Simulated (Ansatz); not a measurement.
# B₂NH₄ radical: one structure at several levels

One table from this session's results is given with a row withheld; the runs are named, their logs left out.

Method: single points in def2-TZVPP; program: Ansatz 0.2.0, Gaussian basis.

Correlated methods freeze the cores. Orbitals are unrestricted.

**Starting geometry**

SMILES `[BH]BN`, 7 atoms, charge 0, spin multiplicity 2.

Atoms are counted from 1 here; the program's logs count them from 0.

Bond lengths: B1–B2 1.517 Å, B1–H4 1.232 Å, B2–N3 1.487 Å, B2–H5 1.199 Å, N3–H6 1.025 Å, N3–H7 1.027 Å. Angles: B2–B1–H4 169.3°, B1–B2–N3 133.8°, B1–B2–H5 113.4°, N3–B2–H5 112.8°, B2–N3–H6 124.8°, B2–N3–H7 123.1°, H6–N3–H7 112.0°.

As a file:

```xyz
7
charge 0, multiplicity 2
B    -1.3306   -0.1763   -0.8328
B    -0.0870    0.3465   -0.1379
N     0.9773   -0.2897    0.6833
H    -2.4177   -0.3863   -1.3737
H     0.0639    1.5301   -0.2591
H     1.8152    0.1895    1.0270
H     0.9786   -1.2885    0.9235
```

Set-up of the first run:

run/in.yaml

```yaml
crystal:
  periodic: [false, false, false]
  atoms:
    - {symbol: B, position_ang: [-1.330600, -0.176300, -0.832800]}
    - {symbol: B, position_ang: [-0.087000, 0.346500, -0.137900]}
    - {symbol: N, position_ang: [0.977300, -0.289700, 0.683300]}
    - {symbol: H, position_ang: [-2.417700, -0.386300, -1.373700]}
    - {symbol: H, position_ang: [0.063900, 1.530100, -0.259100]}
    - {symbol: H, position_ang: [1.815200, 0.189500, 1.027000]}
    - {symbol: H, position_ang: [0.978600, -1.288500, 0.923500]}
basis:
  gaussian: {orbitals: def2-TZVPP}
magnetization: {spin_polarized: true, initial_magnetization: 1}
correlation: {method: ccsd_t}
scf: {omitted_lower_state_checks: [cluster_reference]}
output: {forces: true}
```

No record of the launch command was kept for these runs.

Among the steps run: CCSD(T)/def2-TZVPP; PBE0-D4/def2-TZVPP; wB97M-V/def2-TZVPP; r2SCAN-D4/def2-TZVPP; PBE-D4/def2-TZVPP; revPBE-D4/def2-TZVPP; SPW92/def2-TZVPP.

One of the session's tables, all rows but one given; the rest of the session is left out.

| method | RMS force component (eV/Å) | angle to CCSD(T) forces (°) | dipole (D) |
| --- | --- | --- | --- |
| CCSD(T) | 1.366 | reference | 1.24 |
| PBE0-D4 | 1.304 | 5.4 | 1.24 |
| wB97M-V | 1.299 | 3.7 | 1.21 |
| r2SCAN-D4 | 1.258 | 5.2 | 1.32 |
| PBE-D4 | 1.161 | 8.2 | 1.40 |
| revPBE-D4 | ? | ? | ? |
| SPW92 | 1.147 | 17.2 | 1.43 |

**Question.** Estimate the row for revPBE-D4.

**Answer.** RMS force component (eV/Å): 1.171; angle to CCSD(T) forces (°): 6.7; dipole (D): 1.39. In the column «RMS force component (eV/Å)» it lies between PBE-D4 (1.161) and r2SCAN-D4 (1.258).
